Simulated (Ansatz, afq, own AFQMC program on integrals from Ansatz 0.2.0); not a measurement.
**SiGeH, doublet: AFQMC among the cluster methods**

```yaml
atoms:
  - { symbol: Si, position_ang: [0.0000, -0.0368, 1.6490] }
  - { symbol: Ge, position_ang: [0.0000, -0.0037, -0.6463] }
  - { symbol: H, position_ang: [0.0000, 1.2915, 0.6314] }
```

Connectivity, by distances: Si–Ge, 1 bridging H.

Basis cc-pVDZ. Noble-gas cores (and the filled d shells of Ga–Kr and In–Xe) are frozen. Ansatz 0.2.0 and our own AFQMC program on the same integrals; the CISD trial comes from CCSD amplitudes, and released means the phaseless constraint is let go. Free AFQMC starts from the CCSD state and is never constrained. Its projection time is finite, and what remains of the start isn't in its error. Uncertainties: one standard error, sampling alone. No spin–orbit coupling.

Determinant: UHF, the one that the program's search chose, which needn't be the lowest solution. The geometry is a PBE0/def2-TZVP stationary point of this or a neighbouring charge and spin state.

No full CI on the walks' own integrals is used here; CCSDTQ serves as the reference and is uncertain by about the last step of the cluster series.

Cautions: no relativity below Rb; no spin-orbit coupling; inner d shell frozen; the released energies are still falling, so no released level is given (meV from the phaseless value at times in 1/Eh: -4 ± 4 at 0.24, -7 ± 3 at 0.51, -12 ± 3 at 0.99, -19 ± 3 at 1.62, -21 ± 3 at 2.40), though the last usable value meets CCSDTQ within the noise.

The T1 diagnostic is 0.0172. The weight of the determinant in the CISD state is 0.860, the ⟨S²⟩ of the determinant is 0.758 and the size of the correlated space is 9 electrons in 31 orbitals.

Reference: CCSDTQ, correlation energy -5.245 eV.

```tsv
level	E − E(reference) (mEh)	share of correlation (%)
HF	192.75	0.00
MP2	42.25	78.08
CCSD	10.13	94.74
CCSD(T)	2.04	98.94
CCSDT	0.65	99.66
CCSDT(Q)	0.04	99.98
ph-AFQMC/HF	2.19 ± 0.89	98.86
ph-AFQMC/CISD	0.77 ± 0.14	99.60
free AFQMC	0.00 ± 0.12	100.00
```

CCSDT and higher add their correlation energy to the determinant of the CCSD(T) run, since their own runs factorise the integrals more tightly (a shift of under 2 meV). Free projections are given only where their last times agree within the noise and don't stop above the reference; a slow remainder of the start can still hide under it. A walk keeps the symmetry of its determinant, which the program's search chose and which needn't be the lowest solution, so a lower state of the same spin and another symmetry isn't excluded.
